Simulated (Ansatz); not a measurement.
This geometry of CH4MgN (7 atoms, charge 0, multiplicity 2) is a first-order saddle point.

Computed with UKS B3LYP-D4/def2-SVP (Ansatz 0.2.0).

```xyz
7
Properties=species:S:1:pos:R:3
N -0.397 -0.372 -0.724
C 0.369 0.003 0.408
Mg -0.389 2.080 1.178
H -1.194 -0.985 -0.636
H -0.075 -0.176 -1.660
H 1.437 0.139 0.180
H 0.250 -0.689 1.255
```

Problem. Which two structures does it join? (They come from a converged band through this point; their orientation in space is the band's.)

Solution. Bonds formed: N1–Mg3. The height of N1 over the plane of its neighbours goes from 0.33 to -0.37 Å.

Initial state:

```xyz
7
Properties=species:S:1:pos:R:3
N -0.258 -0.607 -0.756
C 0.379 -0.028 0.395
Mg -0.440 2.020 1.090
H -1.246 -0.808 -0.614
H -0.165 -0.042 -1.598
H 1.451 0.148 0.207
H 0.278 -0.684 1.275
```

Final state:

```xyz
7
Properties=species:S:1:pos:R:3
N -0.561 -0.074 -0.553
C 0.521 0.020 0.499
Mg -0.597 1.809 0.737
H -0.997 -0.997 -0.630
H -0.184 0.137 -1.478
H 1.529 -0.204 0.117
H 0.290 -0.691 1.308
```

Problem. How far does it lie above each of them?

Solution. 2.9 kcal/mol above the first and 3.0 kcal/mol above the second. This is the barrier of this one path; another mechanism may lie lower.

The run took 16 min on 1 thread of Intel(R) Xeon(R) Processor @ 2.50GHz (Skylake/Cascade Lake) (shared host), peak memory 0.17 GiB.
